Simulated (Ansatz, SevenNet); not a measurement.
# Ladder of methods for the elastic constant C12 of tetradymite Bi₂Te₃

Reference value: 21.8 GPa (measured, temperature not stated, no zero-point or thermal correction; as tabulated in Oses et al. (2018), arXiv:1811.08464).

```tsv
level (code)	value (GPa)	cell (Å³/atom)
SevenNet-0 (SevenNet)	15.0	36.69
SevenNet-l3i5 (SevenNet)	15.1	36.40
PBEsol (Ansatz)	[?]	33.58
```

Task: Fill in the missing entries.

Result: 
- PBEsol (Ansatz, an electronic-structure program), value (GPa): 18.7

Differences against the reference: SevenNet-0 -31 %, SevenNet-l3i5 -31 %, PBEsol -14.2 %.

Closest of these to the reference: PBEsol (-14.2 %). Farthest off: SevenNet-0 (-31 %), SevenNet-l3i5 (-31 %).

The reference has no zero-point or thermal correction, while the calculations are for a static lattice, so the differences are not the levels' errors alone.  Density-functional levels without +SOC have no spin–orbit coupling. PBEsol: the cell comes from a level without a dispersion term, which matters for the spacing of layers, chains or molecules. Each level is taken at its own relaxed cell. Ansatz's density-functional and Hartree–Fock values are scalar-relativistic unless marked +SOC, with PAW data made under PBE.

Machine-learned potentials (SevenNet-0, SevenNet-l3i5) are trained on DFT data, which may include these solids.

Differences are worked out from the printed values.
